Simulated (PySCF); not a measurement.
Simulated outer-valence photoelectron spectrum of `FC(Cl)(Cl)Cl`. Method: EOM-IP-CCSD/aug-cc-pVDZ in PySCF, restricted Hartree–Fock reference, frozen core, non-relativistic, gas phase, PBE0-D3(BJ)/def2-SVP geometry.

Each root has a Gaussian of 0.6 eV full width with its one-hole share as area; cross sections and vibrations are left out, and the highest printed point is 100.

```tsv
ionisation energy (eV)	intensity
10.8	0
10.9	1
11.0	2
11.1	5
11.2	11
11.3	20
11.4	32
11.5	46
11.6	60
11.7	74
11.8	85
11.9	94
12.0	96
12.1	88
12.2	73
12.3	55
12.4	42
12.5	40
12.6	48
12.7	65
12.8	83
12.9	96
13.0	100
13.1	94
13.2	82
13.3	67
13.4	50
13.5	35
13.6	21
13.7	12
13.8	6
13.9	2
14.0	1
14.1	0
```

Where are the maxima, and how many lines lie under the curve?

2 maxima, at 12.0 and 13.0 eV, from 4 lines (6 roots with degenerate partners counted). At this width some lines have no maximum of their own.

List the lines with their holes.

```
E (eV)  leading hole (HF orbital)  area  Koopmans (eV)
 11.62                       HOMO  0.96          12.62
 12.04              HOMO-1/HOMO-2  1.91          13.03
 12.91              HOMO-3/HOMO-4  1.91          13.95
 13.29                     HOMO-5  0.95          14.34
```

The widest gap, 0.87 eV, lies between 12.04 and 12.91 eV. Only orbitals with −ε under 21 eV, eight at most, were ionised, so the high end of the curve may lack lines.
